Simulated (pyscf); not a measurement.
Single points on ωB97X-D3(BJ)/def2-SVP structures (PySCF, gas phase).

Q: Estimate by transition-state theory the rate constant of H₃Si–PH₂ + silyl (SiH₃•) -> PH₂• + disilane (H₃Si–SiH₃) (doublet surface; P–Si broken, Si–Si formed) at 1200 K, with ωB97M-D3(BJ)/def2-TZVP energies (ideal gas, 1 atm, RRHO with modes under 100 cm⁻¹ raised to 100, one conformer, R ln 2 for rigid chiral ones; no tunnelling).

A: The electronic barrier is 8.6 kcal/mol and the thermal terms add +37.8, so ΔG‡ = 46.4 kcal/mol. With k_BT/h = 2.50e+13 s⁻¹ and RT = 2.385 kcal/mol, and a volume of 1.64e-19 cm³ per molecule at 1 atm, k = 1.4e-14 cm³ molecule⁻¹ s⁻¹. Wigner's tunnelling factor for 585i cm⁻¹ would be 1.02. A shift of 1 kcal/mol in the barrier changes k by a factor 1.5. One saddle was located; it need not be the lowest between these sides. The angle at the attacked Si is 176°.
